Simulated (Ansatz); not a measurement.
# BSiHO (triplet): the correlation ladder, def2-QZVPP

One table from this session's results is given with a row withheld; the runs are named, their logs left out.

Computed with Ansatz 0.2.0, Gaussian basis. Level: def2-QZVPP, core rule «outside noble gas», up to 7 orbitals frozen.

To be run: UHF; ROHF; CCSD(T) on UHF.

2 further runs of the same task are left out: 2 set aside as unsound or not needed.

## What is computed

The geometry is a PBE0/def2-TZVP stationary point (not a proven minimum).

4 atoms, charge 0, spin multiplicity 3.

Atoms are counted from 1 here; the program's logs count them from 0.

Bond lengths: B1–O2 1.301 Å, B1–H4 1.196 Å, O2–Si3 1.661 Å. Angles: O2–B1–H4 128.4°, B1–O2–Si3 176.8°.

As a file:

| atom | x (Å) | y (Å) | z (Å) |
| --- | --- | --- | --- |
| B1 | 0.00001 | -0.28962 | 0.85666 |
| O2 | -0.00002 | -0.17163 | -0.43923 |
| Si3 | 0.00000 | -0.11484 | -2.09956 |
| H4 | 0.00000 | 0.57609 | 1.68213 |

The first run:

in.yaml reads:

```yaml
crystal:
  periodic: [false, false, false]
  atoms:
    - {symbol: B, position_ang: [0.000012, -0.289616, 0.856663]}
    - {symbol: O, position_ang: [-0.000018, -0.171632, -0.439229]}
    - {symbol: Si, position_ang: [0.000003, -0.114843, -2.099559]}
    - {symbol: H, position_ang: [0.000004, 0.576091, 1.682126]}
basis:
  gaussian: {orbitals: "def2-QZVPP.json"}
magnetization: {spin_polarized: true, initial_magnetization: 2}
hamiltonian: {xc: hf}
output: {orbitals: {seedname: orbitals}}
```

Command:

```sh
$ ansatz run in.yaml --threads 1 --pin off --events-out ev --progress --plain --max-ram 2393MiB
```

Steps of the session up to this table: UHF; ROHF; CCSD(T) on UHF.

One table of the session follows, with a row left open; its other results are not shown here.

It belongs to the step «Misses and costs». 

| method | from UCCSD(T) (kcal/mol) |
| --- | --- |
| ROHF | +285.13 |
| UHF | +280.79 |
| UMP2 | ? |
| UCCSD | +12.05 |
| UCCSD(T) | 0 |

Q: Estimate the row for UMP2 from the others.

As computed: from UCCSD(T) (kcal/mol): +25.23. In the column «from UCCSD(T) (kcal/mol)» it lies between UCCSD (+12.05) and UHF (+280.79).
